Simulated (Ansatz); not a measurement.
Ideal-gas functions of `[Cl][AlH][Cl]` at 298.15 K and 1 bar, from an Ansatz frequency run at PBE0-D4/def2-TZVP.

Molar mass 98.9 g/mol, point group C2v (symmetry number 2), electronic degeneracy 1, moments of inertia 27.81, 226.27, 254.08 u Å². Harmonic wavenumbers (cm⁻¹, unscaled): 160, 451, 482, 585, 658, 2015.

Use S(trans) = R[1.5 ln M + 2.5 ln T − 1.1517]; rotational temperatures θ = 24.2544 K / I; S(rot) = R[ln(√π/σ · √(T³/θAθBθC)) + 1.5]; for each mode x = 1.438777 ν̃/T, S = R[x/(eˣ − 1) − ln(1 − e⁻ˣ)] and H = RT x/(eˣ − 1); 1 cm⁻¹ = 0.0119627 kJ/mol; R = 8.31446 J/(mol·K).

Q: By hand: the entropy, in J/(mol·K).

A: Translation 166.2. Rotation: θ = 0.8721, 0.1072, 0.0955 K, giving 102.1. Vibration, mode by mode: 10.67, 3.32, 2.95, 1.99, 1.51, 0.01, in all 20.4. Electronic 0.0. Sum 288.7 J/(mol·K).

Q: By hand: H − E and G − E in kJ/mol, counted from the electronic energy.

A: Zero-point energy ½ × 4351 × 0.0119627 = 26.0; thermal vibration 3.7; translation, rotation and pV give 4 RT = 9.9. H − E = 39.6 kJ/mol, and G − E = 39.6 − 298.15 × 288.7/1000 = -46.5 kJ/mol.

Vibration gives 7 % of the entropy.
